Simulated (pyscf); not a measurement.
## Insertion: Cl–Sn:–Cl (SMILES [Cl][Sn][Cl]) [singlet] + H₂ (SMILES [H][H]) → Cl–SnH₂–Cl (SMILES [Cl][SnH2][Cl])

Gas phase, singlet surface, charge 0. Bonds broken: H4–H5. Bonds formed: Sn2–H4, Sn2–H5. Structures and frequencies: ωB97X-D3(BJ)/def2-SVP in PySCF.

Transition state (Å):

```xyz
5

Cl     1.2348     2.2580    -0.3901
Sn     0.9325    -0.0502    -0.3180
Cl    -0.0389    -0.5603     1.7363
H     -0.7235    -0.0471    -1.3050
H      0.4101    -0.8635    -1.7083
```

One imaginary mode, 1567i cm⁻¹; descent along it reached the two sides named.

```
bond    change  reactant side (Å)  saddle  product side
------  ------  -----------------  ------  ------------
H4–H5   breaks              0.762   1.454           2.9
Sn2–H4   forms                2.9   1.928         1.695
Sn2–H5   forms                3.0   1.693         1.695
```

Electronic energies relative to the separated reactants (eV):

```
level                   barrier  reaction energy  reverse barrier
----------------------  -------  ---------------  ---------------
ωB97X-D3(BJ)/def2-TZVP     3.12            +0.14             2.98
PBE/def2-TZVP              2.82            +0.46             2.37
r²SCAN/def2-TZVP           2.84            +0.28             2.56
B3LYP-D3(BJ)/def2-TZVP     3.10            +0.48             2.62
PBE0-D3(BJ)/def2-TZVP      2.88            +0.21             2.67
M06-2X/def2-TZVP           3.13            +0.24             2.88
ωB97M-D3(BJ)/def2-TZVP     3.09            +0.24             2.85
HF/def2-TZVP               3.61            +0.08             3.53
```

With ωB97M-D3(BJ)/def2-TZVP energies and thermal terms (ideal gas, 1 atm, RRHO with modes under 100 cm⁻¹ raised to 100, one conformer, R ln 2 for chiral ones without a mode under 150 cm⁻¹), in eV:

| T (K) | ΔH‡ | ΔG‡ | ΔH | ΔG |
|---|---|---|---|---|
| 298 | 3.05 | 3.41 | +0.29 | +0.67 |
| 600 | 3.03 | 3.78 | +0.28 | +1.06 |
| 900 | 3.03 | 4.16 | +0.30 | +1.45 |
| 1200 | 3.05 | 4.54 | +0.33 | +1.83 |

The same reactants have a lower exit, to HCl + Cl–SnH: [singlet] (highest point, the separated products, at +1.38 eV at ωB97M-D3(BJ)/def2-TZVP, against +3.09 eV here). This is the saddle that the search found; another between the same sides may lie lower. Elements past Kr carry the def2 core potentials, without spin-orbit coupling.
